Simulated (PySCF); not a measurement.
**C3H6F2 (SMILES CC(F)CF) at 6 levels**

Aim: a comparison of 6 runs (HF/3-21G, HF/def2-SVP, HF/def2-SVPD, B3LYP/6-31G*, PBE0/def2-TZVP, CCSD/3-21G) of C3H6F2. Input form: a Python script.

Program for the calculation: PySCF 2.14.0.

### 1 The structure to begin with

C3H6F2 has 11 atoms, charge 0, and is taken as a singlet. As SMILES, `CC(F)CF`. The shape is that of a PBE0-D4/def2-TZVP optimisation. This is one conformer, not always the lowest.

Bond lengths: C1–C2 1.508 Å, C2–F3 1.388 Å, C2–C4 1.504 Å, C4–F5 1.377 Å, C1–H6 1.090 Å, C1–H7 1.093 Å, C1–H8 1.092 Å, C2–H9 1.096 Å, C4–H10 1.095 Å, C4–H11 1.095 Å. Some angles: C1–C2–F3 109.0°, C1–C2–C4 112.2°, F3–C2–C4 108.6°, C2–C4–F5 110.8°, C1–C2–H9 111.2°, F3–C2–H9 106.6°, C4–C2–H9 109.1°, C2–C1–H6 109.8°, C2–C1–H7 110.8°, C2–C1–H8 110.7°.

### 2 Energy and gradient at HF/3-21G (run 1)

Input file geometry.xyz:

```xyz
11
C3H6F2
C     -0.883000     0.099400     0.945200
C      0.124400     0.553300    -0.081700
F      1.160600     1.214300     0.563400
C      0.700800    -0.597800    -0.859800
F      1.472400    -0.143900    -1.906000
H     -1.208900     0.950400     1.543900
H     -0.446500    -0.645300     1.615000
H     -1.759400    -0.335700     0.460600
H     -0.319100     1.271600    -0.780400
H     -0.107100    -1.211800    -1.270800
H      1.331300    -1.211500    -0.208800
```

Input file input.py:

```python
import pyscf.grad
from pyscf import gto, scf

molecule = gto.M(
    atom='geometry.xyz',
    verbose=4,
    basis='3-21g',
    spin=0,
    max_memory=1860,
)

mf = scf.RHF(molecule)
mf.conv_tol = 1e-10
mf.kernel()
if not mf.converged:
    mf = mf.newton().run(mf.mo_coeff, mf.mo_occ)

energy = mf.e_tot
print('E(%s) = %.9f' % ('HF', energy))
grad = mf.Gradients().kernel()
dip = mf.dip_moment()
pop, q = mf.mulliken_pop()
```

Started as:

```console
$ OMP_NUM_THREADS=1 python input.py
```

Output:

```text
PySCF version 2.14.0

[... 65 lines left out ...]
converged SCF energy = -314.245436353218
[... 12 lines left out ...]
Dipole moment(X, Y, Z, Debye): -2.86048, -1.62244,  0.83343
[... 69 lines left out ...]
charge of   10H =      0.21617
```

Wall time 1.9 s (1 thread of Intel Xeon at 2.70GHz, shared host); peak memory 0.13 GiB.

### 3 Energy and forces at HF/def2-SVP (run 2)

Input file job.py:

```python
import pyscf.grad
from pyscf import gto, scf

molecule = gto.Mole()
molecule.atom = '''
C     -1.668628     0.187839     1.786169
C      0.235082     1.045585    -0.154391
F      2.193216     2.294694     1.064672
C      1.324320    -1.129678    -1.624787
F      2.782433    -0.271932    -3.601818
H     -2.284490     1.795996     2.917548
H     -0.843763    -1.219440     3.051908
H     -3.324784    -0.634381     0.870408
H     -0.603012     2.402976    -1.474742
H     -0.202390    -2.289970    -2.401464
H      2.515792    -2.289403    -0.394575
'''
molecule.max_memory = 1860
molecule.spin = 0
molecule.unit = 'bohr'
molecule.charge = 0
molecule.basis = 'def2-svp'
molecule.verbose = 4
molecule.build()

mf = scf.RHF(molecule)
mf.conv_tol = 1e-10
mf.kernel()
if not mf.converged:
    mf = mf.newton().run(mf.mo_coeff, mf.mo_occ)

e_tot = mf.e_tot
print('E(%s) = %.9f' % ('HF', e_tot))
grad = mf.Gradients().kernel()
mf.analyze()
```

Started as:

```console
$ OMP_NUM_THREADS=1 python job.py
```

Output:

```text
PySCF version 2.14.0

[... 80 lines left out ...]
Nuclear Repulsion Energy =             190.703420365012903
[... 14 lines left out ...]
MO #9   energy= -0.950064008090475 occ= 2
[... 12 lines left out ...]
MO #22  energy= 0.166781748212242  occ= 0
[... 12 lines left out ...]
MO #35  energy= 0.700419318503972  occ= 0
[... 12 lines left out ...]
MO #48  energy= 1.04561262339333   occ= 0
[... 12 lines left out ...]
MO #61  energy= 1.81263115171464   occ= 0
[... 12 lines left out ...]
MO #74  energy= 2.31889835527924   occ= 0
[... 12 lines left out ...]
MO #87  energy= 3.17728575733052   occ= 0
[... 12 lines left out ...]
MO #100 energy= 4.21551298737704   occ= 0
[... 114 lines left out ...]
Dipole moment(X, Y, Z, Debye): -2.82159, -1.60930,  0.77939
```

Wall time 9.9 s (1 thread of Intel Xeon at 2.70GHz, shared host); peak memory 0.21 GiB.

Run 3 isn't shown in full; the table further down has it.

### 4 Energy and forces at B3LYP/6-31G(d) (spherical functions) (run 4)

Input file calc.py:

```python
import pyscf.grad
from pyscf import gto, dft

molecule = gto.M(
    atom='''
C       -0.883000       0.099400       0.945200
C        0.124400       0.553300      -0.081700
F        1.160600       1.214300       0.563400
C        0.700800      -0.597800      -0.859800
F        1.472400      -0.143900      -1.906000
H       -1.208900       0.950400       1.543900
H       -0.446500      -0.645300       1.615000
H       -1.759400      -0.335700       0.460600
H       -0.319100       1.271600      -0.780400
H       -0.107100      -1.211800      -1.270800
H        1.331300      -1.211500      -0.208800
''',
    max_memory=1860,
    verbose=4,
    spin=0,
    charge=0,
    basis='6-31g*',
)

myscf = dft.RKS(molecule)
myscf.xc = 'b3lyp'
myscf.grids.level = 5
myscf.conv_tol = 1e-10
myscf.kernel()
if not myscf.converged:
    myscf = myscf.newton().run(myscf.mo_coeff, myscf.mo_occ)

e_tot = myscf.e_tot
print(f'total energy: {e_tot:.8f} hartree')
grad = myscf.Gradients().kernel()
myscf.analyze()
```

Started as:

```console
$ OMP_NUM_THREADS=1 python calc.py
```

Output:

```text
PySCF version 2.14.0

[... 80 lines left out ...]
total energy: -317.59585806 hartree
[... 25 lines left out ...]
MO #5   energy= -10.1842759812552  occ= 2
[... 10 lines left out ...]
MO #16  energy= -0.409091376133442 occ= 2
[... 10 lines left out ...]
MO #27  energy= 0.176679480421015  occ= 0
[... 10 lines left out ...]
MO #38  energy= 0.657231071012815  occ= 0
[... 10 lines left out ...]
MO #49  energy= 1.22568678958989   occ= 0
[... 10 lines left out ...]
MO #60  energy= 1.78616372260473   occ= 0
[... 10 lines left out ...]
MO #71  energy= 2.16425948339621   occ= 0
[... 10 lines left out ...]
MO #82  energy= 3.07353717015073   occ= 0
[... 96 lines left out ...]
Dipole moment(X, Y, Z, Debye): -2.19925, -1.21775,  0.65933
```

Run time: 32 s. Hardware: 1 thread of Intel Xeon at 2.70GHz, shared host; peak memory 0.81 GiB.

Run 5 isn't shown in full; the table further down has it.

### 5 The energy at CCSD/3-21G (run 6)

Input file calc.py:

```python
from pyscf import gto, cc

mol = gto.M(
    atom=[
    ('C', (-0.883000, 0.099400, 0.945200)),
    ('C', (0.124400, 0.553300, -0.081700)),
    ('F', (1.160600, 1.214300, 0.563400)),
    ('C', (0.700800, -0.597800, -0.859800)),
    ('F', (1.472400, -0.143900, -1.906000)),
    ('H', (-1.208900, 0.950400, 1.543900)),
    ('H', (-0.446500, -0.645300, 1.615000)),
    ('H', (-1.759400, -0.335700, 0.460600)),
    ('H', (-0.319100, 1.271600, -0.780400)),
    ('H', (-0.107100, -1.211800, -1.270800)),
    ('H', (1.331300, -1.211500, -0.208800)),
],
    verbose=4,
    charge=0,
    basis='3-21g',
    max_memory=1860,
)

mf = mol.RHF()
mf.conv_tol = 1e-10
mf.kernel()
if not mf.converged:
    mf = mf.newton().run(mf.mo_coeff, mf.mo_occ)

mycc = cc.CCSD(mf, frozen=5)
mycc.kernel()
energy = mycc.e_tot
print(f'total energy: {energy:.8f} hartree')
mf.analyze()
```

Started as:

```console
$ OMP_NUM_THREADS=1 python calc.py
```

Output:

```text
PySCF version 2.14.0

[... 91 lines left out ...]
CCSD converged
[... 11 lines left out ...]
MO #1   energy= -26.1369006503975  occ= 2
[... 7 lines left out ...]
MO #9   energy= -0.960035687297787 occ= 2
[... 7 lines left out ...]
MO #17  energy= -0.574446492250696 occ= 2
[... 7 lines left out ...]
MO #25  energy= 0.321299330778099  occ= 0
[... 7 lines left out ...]
MO #33  energy= 0.938395917635343  occ= 0
[... 7 lines left out ...]
MO #41  energy= 1.2441538388132    occ= 0
[... 7 lines left out ...]
MO #49  energy= 2.31539737338893   occ= 0
[... 7 lines left out ...]
MO #57  energy= 4.1074298161772    occ= 0
[... 71 lines left out ...]
Dipole moment(X, Y, Z, Debye): -2.86048, -1.62244,  0.83343
```

Wall time 4.8 s (1 thread of Intel Xeon at 2.70GHz, shared host); peak memory 0.21 GiB.

### 6 The series

```csv
run,level,integration grid,task,energy (Eh),dipole moment (D) of the reference,HOMO energy (eV),LUMO energy (eV),wall time
1,HF/3-21G,–,gradient,-314.245436,3.39,-13.04,6.90,1.9 s
2,HF/def2-SVP,–,gradient,-315.722053,3.34,-13.43,4.54,9.9 s
3,HF/def2-SVPD,–,gradient,-315.743547,3.36,-13.54,2.56,37 s
4,B3LYP/6-31G* (spherical functions),5,gradient,-317.595858,2.60,-8.56,2.40,32 s
5,PBE0/def2-TZVP,5,gradient,-317.408961,2.89,-9.27,1.15,2.6 min
6,CCSD/3-21G,–,energy,-314.782838,3.39,-13.04,6.90,4.8 s
```

### 7 Outcome

| quantity | value |
| --- | --- |
| run 6: total energy | -314.78284 Eh |
| run 6: dipole moment (Hartree–Fock density) | 3.39 D |
| run 6: HOMO energy (Hartree–Fock orbitals) | -13.04 eV |
| run 6: LUMO energy (Hartree–Fock orbitals) | 6.90 eV |
| run 6: HOMO–LUMO gap (Hartree–Fock orbitals) | 19.94 eV |
| run 6: correlation energy (5 core orbitals frozen) | -537.4 mEh |
| run 6: T1 diagnostic | 0.009 |

Over runs 1, 2, 3, 4, 5 the dipole moment (its size) runs from 2.60 D (B3LYP/6-31G*) to 3.39 D (HF/3-21G). The two ends differ in method and basis. Over runs 1, 2, 3, 4, 5 the HOMO–LUMO gap runs from 10.42 eV (PBE0/def2-TZVP) to 19.94 eV (HF/3-21G). Totals of different functionals can't be ranked against each other. All runs together took 4 min, the longest 2.6 min.
